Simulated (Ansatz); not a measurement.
Density of states of SiC (P6_3mc, a = 3.095 Å, b = 3.095 Å, c = 20.242 Å, α = 90.00°, β = 90.00°, γ = 120.00°), in states per eV and primitive cell, averaged over bins of 0.4 eV. The calculation used DFT PBE, scalar-relativistic, plane waves, PAW (Ansatz).

Settings: cutoff 420 eV, Γ-centred mesh 12×12×2 on the computed 16-atom cell, Gaussian smearing of 0.02 eV; no spin polarisation.

The cell is relaxed at this level. The states (both spins) are summed by tetrahedra on a 18×18×3 mesh at the self-consistent density. Energies are bin centres; the table starts no lower than −8 eV and ends at 6 eV, or lower where the solved bands end.

The gap is 1.78 eV at this level, with the zero inside it.

```tsv
E − E_F (eV)	total	C 2p	Si 3p	Si 3s	C 2s
-7.85	6.69	3.26	1.03	1.85	0.53
-7.45	4.52	2.16	0.83	0.95	0.55
-7.05	3.27	1.57	0.65	0.54	0.49
-6.65	2.94	1.46	0.70	0.36	0.39
-6.25	3.91	2.07	1.15	0.33	0.34
-5.85	5.60	3.05	1.68	0.43	0.39
-5.45	5.51	3.06	1.64	0.41	0.35
-5.05	5.86	3.34	1.76	0.39	0.31
-4.65	6.81	3.99	2.07	0.39	0.30
-4.25	7.55	4.59	2.28	0.35	0.27
-3.85	8.15	5.14	2.44	0.28	0.21
-3.45	8.51	5.58	2.38	0.25	0.20
-3.05	9.09	6.20	2.44	0.19	0.15
-2.65	8.85	6.32	2.13	0.14	0.13
-2.25	8.80	6.59	1.87	0.10	0.09
-1.85	6.00	4.72	1.04	0.05	0.05
-1.45	3.65	3.03	0.48	0.02	0.02
-1.05	1.68	1.48	0.14	0.00	0.01
-0.65	0.00	0.00	0.00	0.00	0.00
-0.25	0.00	0.00	0.00	0.00	0.00
0.15	0.00	0.00	0.00	0.00	0.00
0.55	0.00	0.00	0.00	0.00	0.00
0.95	0.23	0.01	0.11	0.00	0.06
1.35	0.93	0.07	0.44	0.02	0.24
1.75	1.11	0.12	0.52	0.03	0.26
2.15	2.06	0.26	0.93	0.10	0.40
2.55	3.05	0.47	1.36	0.16	0.48
2.95	2.98	0.49	1.33	0.17	0.42
3.35	4.59	0.87	1.95	0.31	0.51
3.75	5.32	1.09	2.16	0.45	0.47
4.15	5.84	1.23	2.24	0.63	0.43
4.55	6.07	1.01	2.07	1.03	0.69
4.95	6.36	1.08	2.21	1.04	0.70
5.35	6.33	1.02	2.13	1.09	0.73
5.75	6.54	1.03	2.15	1.08	0.72
```

The columns after the total are the Löwdin projections on the occupied valence shells of the potentials. The rest of the total lies in shells that are empty in the free atom, which aren't projected, and between the atoms.

Cost: 1 run of about 6.9 core-minutes, on AMD EPYC (Zen 3) (shared hosts).